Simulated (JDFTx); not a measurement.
System: a single Al ion, charge +1, multiplicity 1.

Method: PBE, GBRV ultrasoft potentials, plane waves to 20/100 Ha, in JDFTx (a modified build). Liquid: CANDLE, water, 0.5 M NaF. The liquid run sits in a periodic box with 3.75 Å from the outermost atoms to the faces; the vacuum run is isolated. ΔG_solv is the difference of the two single-point energies, liquid minus vacuum; no corrections are added.

The continuum has no solvent molecules that could bind to the bare ion. Single-ion values refer to zero potential in the bulk liquid, with no surface-potential term, and depend on the box by about 0.1 eV.

solvation energy: -92 kcal/mol
highest occupied level in vacuum (zero: vacuum level): -14.82 eV
highest occupied level in the liquid (zero: bulk electrolyte): -6.51 eV
volume of the model's cavity: 102.5 Å³
rough cost, vacuum and liquid run: 20 s and 30 s of core time
